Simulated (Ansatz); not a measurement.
Input and output for C₂HFO₂.

```yaml
crystal:
  periodic: [false, false, false]
  atoms:
    - {symbol: O, position_ang: [-0.157596, 0.553714, 1.227389]}
    - {symbol: C, position_ang: [0.452981, 0.014615, 0.176317]}
    - {symbol: C, position_ang: [-0.224764, 0.034808, -1.160191]}
    - {symbol: F, position_ang: [-0.580915, -1.177535, -1.453762]}
    - {symbol: O, position_ang: [1.594055, -0.350530, 0.180622]}
    - {symbol: H, position_ang: [-1.041660, 0.860827, 0.983426]}
basis:
  gaussian: {orbitals: aug-cc-pVDZ, nuclear_model: gaussian}
hamiltonian: {xc: {name: wB97X-V}}
scf: {lower_state_search: off}
output: {forces: true}
```

```sh
$ ansatz run in.yaml --threads 2 --pin off --events-out ev --progress --plain --max-ram 4352MiB
```

It prints (some lines left out):

```
Functional definition: wB97X-V
1034 factors; their error is unknown
432 factors; integrals over basis functions are off by at most 3.8e-6 eV
mean field evaluation 1: about -8891.2132 eV, gradient 5.2e1 eV
mean field evaluation 2: about -8888.2168 eV, gradient 6.8e1 eV
mean field evaluation 4: about -8895.9968 eV, gradient 4.1e0 eV
mean field evaluation 8: about -8896.0340 eV, gradient 1.6e-1 eV
mean field evaluation 16: about -8896.0308 eV, gradient 2.3e-3 eV
mean field -8896.03076553 eV, -326.9231006870 hartree, gradient 5.5e-6 eV, S^2 0.000000; 0 other end points of the search recorded, 0 dependent functions left out
reference -8896.03076307 eV, -326.9231005966 hartree; 19, 19 occupied and 105, 105 virtual orbitals, 1034 factors
Total energy: -8896.03076307 eV, -326.9231005966 hartree
Atom 0 at    -0.157596     0.553714     1.227389 Å, force    -0.199671     0.156661     0.464451 eV/Å
Atom 1 at     0.452981     0.014615     0.176317 Å, force    -0.182289     0.012540    -0.160644 eV/Å
Atom 2 at    -0.224764     0.034808    -1.160191 Å, force    -0.089739     0.825438    -0.270251 eV/Å
Atom 3 at    -0.580915    -1.177535    -1.453762 Å, force    -0.168691    -0.756236    -0.101340 eV/Å
Atom 4 at     1.594055    -0.350530     0.180622 Å, force     0.754277    -0.289580     0.073353 eV/Å
Atom 5 at    -1.041660     0.860827     0.983426 Å, force    -0.113887     0.051177    -0.005569 eV/Å
Dipole moment:    -0.641255     0.090008     0.114106 e Å
Checks for a lower state left out: stability, starts, cluster_reference, orbital_swaps, neighbouring_geometries, increment
```

It took 6 s on 2 threads of an Arm Neoverse V1 on a shared host, with 0.26 GiB of host memory at the peak.
